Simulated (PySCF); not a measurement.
Molecular orbitals of Li₂⁺

r²SCAN at R = 3.118 Å; PySCF, no relativity, basis sets Li aug-cc-pVDZ. State: ²Σg⁺ (doublet), unpaired electrons σ ↑. Only the outer orbitals are listed.

```tsv
spin	orbital	occ.	ε (eV)	main shells (%)
α	σg	1	-58.68	100 s
α	σu	1	-58.67	100 s
α	σg	1	-8.51	69 s, 29 p
α	πu	0	-5.30	90 p, 10 d
α	πu	0	-5.30	90 p, 10 d
α	σu	0	-5.10	89 s
β	σg	1	-58.61	100 s
β	σu	1	-58.61	100 s
β	σg	0	-4.23	76 s, 24 p
β	πu	0	-4.04	101 p
β	πu	0	-4.04	101 p
```

**Question.** Which are the highest filled and the lowest empty level, where do they sit, and how wide is the gap?

**Answer.** Highest filled α σg at -8.51 eV (in %: 69 s, 29 p); lowest empty α πu at -5.30 eV (in %: 90 p, 10 d); the gap at r²SCAN is 3.21 eV.

The bond order (Mayer) is 0.51 and the ⟨S²⟩ is 0.750.

Shares are Mulliken populations and can fall outside 0 to 100 %.

The state is the lowest determinant that a PBE0 search found; another state may lie lower at other levels.
